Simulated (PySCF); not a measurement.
# Converging BF in the basis (PBE0)

PySCF, UKS reference; singlet, unpaired electrons none; De to B + F without counterpoise correction.

```csv
basis,relativity,functions,Re (Å),ωe (cm⁻¹),De (eV),μ (D)
STO-3G,no relativity,10,1.267,1539,8.54,1.50
x2c-SVPall,spin-free X2C,28,1.263,1427,7.85,1.20
jorge-DZP-DKH,spin-free X2C,30,1.286,1356,7.45,0.94
def2-SVPD,no relativity,43,1.269,1379,7.71,0.98
aug-cc-pVDZ,no relativity,46,1.287,1308,7.44,0.89
def2-TZVP,no relativity,62,1.263,1416,7.78,1.01
def2-TZVPPD,no relativity,77,1.264,1412,7.76,1.00
```

Question: How does each smaller set differ from the one with most functions, def2-TZVPPD?

Answer: STO-3G: +0.3 pm, +9.0 % in ωe, +0.78 eV in De; x2c-SVPall: -0.1 pm, +1.1 % in ωe, +0.09 eV in De; jorge-DZP-DKH: +2.2 pm, -4.0 % in ωe, -0.31 eV in De; def2-SVPD: +0.5 pm, -2.3 % in ωe, -0.05 eV in De; aug-cc-pVDZ: +2.3 pm, -7.4 % in ωe, -0.32 eV in De; def2-TZVP: -0.1 pm, +0.3 % in ωe, +0.02 eV in De. All at PBE0; the set with most functions is neither the basis-set limit nor always the best. The rows treat relativity differently, so the differences are not basis effects alone.

A positive dipole means B(−)F(+). STO-3G is very small, so such numbers show the basis as much as the molecule.
